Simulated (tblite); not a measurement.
Species: C₂H₃Cl (charge +1 and doublet state).
Numbering: `[CH2:1][CH+:2][Cl:3]` (hydrogens: H4, H5 on C1; H6 on C2)

Structure used (GFN2-xTB), in Å, numbered top down from 1:
```
atom  x, y, z in Å
C1    -0.7274   -0.1419    0.0240
C2     0.5786    0.2571   -0.0449
Cl3    1.8436   -0.8212    0.0852
H4    -1.0091   -1.1801    0.1583
H5    -1.5284    0.5846   -0.0553
H6     0.8458    1.3036   -0.1890
```

Computed geometry: GFN2-xTB, gas phase. This method treats the open shell by occupation alone, without spin polarisation.

Masses are those of the commonest isotopes; rigid-rotor values at the optimised geometry. The values belong to one conformer with, in the numbering `[CH2:1][CH+:2][Cl:3]`, H–C1–C2–Cl3 -1° and 179°.

Q: Give the principal moments of inertia and the rotational constants in MHz.

A: Ia = 9.06, Ib = 81.17, Ic = 90.23 u·Å²; 505379 MHz·u·Å²/I gives A = 55769, B = 6227, C = 5601 MHz.

Q: What kind of rotor is it?

A: A near-prolate asymmetric top; Ray's κ = -0.975.

Q: Is it planar, by Δ = Ic − Ia − Ib?

A: Planar: Δ = Ic − Ia − Ib = 0.00 u·Å². For a rigid frame Δ = −2 Σ m c², so it vanishes when all atoms lie in the ab plane; here none is more than 0.01 Å from it.

Q: Estimate the classical rotational partition function at 50 K, 100 K and 500 K.

A: Point group Cs, symmetry number σ = 1; q = (√π/σ)·√((kT/h)³/(ABC)), k/h = 20836.6 MHz/K: 1350 at 50 K, 3820 at 100 K, 42700 at 500 K.

For this open shell read J as N, the rotation without spin; fine and hyperfine splittings come on top. Its GFN2-xTB frequencies are all real (lowest 149 cm⁻¹). No vibrational averaging or centrifugal distortion is included, and the geometry carries the error of its method.
